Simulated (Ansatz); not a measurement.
We consider body-centred tetragonal In, described by PBEsol (plane waves, PAW; Ansatz, an electronic-structure program).

Run with plane-wave cutoff 520 eV, 24×24×24 k mesh, Fermi–Dirac smearing 0.05 eV, scalar-relativistic PAW data made under PBE.

Cell (relaxed at this level):

In is modelled in the tetragonal space group I4/mmm (No. 139), Pearson symbol tI2. Lattice parameters: a = b = 3.2216 Å, c = 4.9234 Å, α = β = γ = 90.00°. In on 2a sees 12 In at 3.222–3.354 Å (cuboctahedral). (Neighbours: up to the widest gap in distance over summed covalent radii, below 1.35, at either atom.)
(The calculation used a cell of 1 atom; values per cell refer to that cell.)

Problem. Estimate the bulk modulus and pressure derivative B′ of the bulk modulus that the calculation returns.

Solution. 
bulk modulus: 44.9 GPa
pressure derivative B′ of the bulk modulus: 5.1

The run finds no gap.

Measured, for comparison: bulk modulus 44.7 GPa (copied from a table, unchecked, extrapolated to 0 K and zero-point effects removed; as tabulated in Lejaeghere et al. (2013), arXiv:1204.2733). Computed (rounded) less measured: bulk modulus not scored (unchecked).

Note: the bulk modulus comes from volumes at which shape and atoms were relaxed.

Spin–orbit coupling is not included.

The computed numbers hold no vibrational or temperature effects.
